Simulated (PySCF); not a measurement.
**How far are cheaper levels from CCSD(T)/CBS for AlSi?**

PySCF; the state is a quartet (σ ↑, π ↑↑). The composite is CCSD(T) extrapolated to the basis-set limit from two correlation-consistent sets, with core-valence (CV) and scalar-relativistic (SR) terms as its label shows; it has no spin–orbit coupling and nothing beyond (T). Here it is CCSD(T)/CBS(TQ)+CV+SR. It gives Re = 2.403 Å, ωe = 387 cm⁻¹ and De = 2.55 eV to Al + Si.

```
      level          basis     relativity  Re (Å)  ωe (cm⁻¹)  De (eV)
        UHF     def2-TZVPP  no relativity   2.475        346     1.68
UHF-SCS-MP2    6-311G(d,p)  no relativity   2.417        380     2.01
       BP86  jorge-DZP-DKH  spin-free X2C   2.450        362     2.64
     r²SCAN  jorge-DZP-DKH  spin-free X2C   2.430        380     2.69
    r²SCANh     def2-TZVPP  no relativity   2.413        384     2.69
       PBE0  jorge-DZP-DKH  spin-free X2C   2.429        377     2.57
    r²SCAN0    6-311G(d,p)  no relativity   2.419        377     2.51
      B97-3    aug-pcseg-1  no relativity   2.432        370     2.48
      HSE06  jorge-DZP-DKH  spin-free X2C   2.432        375     2.57
       MN15     x2c-SVPall  spin-free X2C   2.408        377     2.82
```

Problem. Give the difference of each row from the composite.

Solution. 

| level | basis | ΔRe (pm) | Δωe (%) | ΔDe (eV) |
| --- | --- | --- | --- | --- |
| UHF | def2-TZVPP | +7.2 | -10.6 | -0.87 |
| UHF-SCS-MP2 | 6-311G(d,p) | +1.4 | -1.8 | -0.54 |
| BP86 | jorge-DZP-DKH | +4.7 | -6.5 | +0.09 |
| r²SCAN | jorge-DZP-DKH | +2.7 | -1.8 | +0.14 |
| r²SCANh | def2-TZVPP | +1.0 | -0.8 | +0.14 |
| PBE0 | jorge-DZP-DKH | +2.6 | -2.6 | +0.02 |
| r²SCAN0 | 6-311G(d,p) | +1.6 | -2.6 | -0.04 |
| B97-3 | aug-pcseg-1 | +2.9 | -4.4 | -0.07 |
| HSE06 | jorge-DZP-DKH | +2.9 | -3.1 | +0.02 |
| MN15 | x2c-SVPall | +0.5 | -2.6 | +0.27 |

Problem. Which rows come closest in De?

Solution. PBE0 in jorge-DZP-DKH (+0.02 eV); HSE06 in jorge-DZP-DKH (+0.02 eV), counted from the composite.

Correlated steps freeze 10 core orbitals. The CCSD T1 diagnostic is raised in AlSi, a sign that a single reference may not be enough there. The state is the lowest determinant that a PBE0 search found; another state may lie lower at other levels.
